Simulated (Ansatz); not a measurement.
Stepwise reaction of `[SiH2]` with water, as a gas-phase model of exchange steps in deposition or etching. ΔE in kJ/mol; ΔG adds harmonic PBE0-D4 terms to CCSD(T)/CBS, at 1 bar.

Gas-phase electronic energies from Ansatz, PBE0-D4/def2-TZVP geometries. CCSD(T)/CBS adds triple-zeta CCSD(T) − MP2 to the extrapolated MP2 energy (def2 sets, frozen cores). This one scheme is used for every species. DFT in def2-TZVPP. B3LYP here is the variant with VWN-RPA as its local correlation; programs differ in this. Each species was taken in one conformer, which may not be the lowest.

| step | reaction | PBE-D4 | B3LYP-D4 | ωB97M-V | CCSD(T)/CBS | ΔG(400 K) |
| --- | --- | --- | --- | --- | --- | --- |
| 2 | `O[SiH]` + H₂O → `O[Si]O` + H₂ | -145.3 | -148.8 | -150.8 | -144.3 | -142.5 |

(1) Give the row of step 1, `[SiH2]` + H₂O → `O[SiH]` + H₂. (An estimate is asked.)

(2) By hand: ΔE of the 2 steps together at CCSD(T)/CBS.

Answers

(1) The calculation gave: 
| step | reaction | PBE-D4 | B3LYP-D4 | ωB97M-V | CCSD(T)/CBS | ΔG(400 K) |
| --- | --- | --- | --- | --- | --- | --- |
| 1 | `[SiH2]` + H₂O → `O[SiH]` + H₂ | -121.6 | -121.4 | -121.4 | -116.2 | -112.9 |

(2) (-116.2) + (-144.3) = -260.5 kJ/mol, or -130.2 kJ/mol a step.

In ΔE each step is lower than the one before. All are downhill at CCSD(T)/CBS. ΔG lies between -142.5 and -112.9 kJ/mol a step. PBE-D4 differs from CCSD(T)/CBS by -5.4 to -1.0 kJ/mol a step. Isolated molecules leave out the surface, adducts and barriers. Largest T1 diagnostic: 0.016.
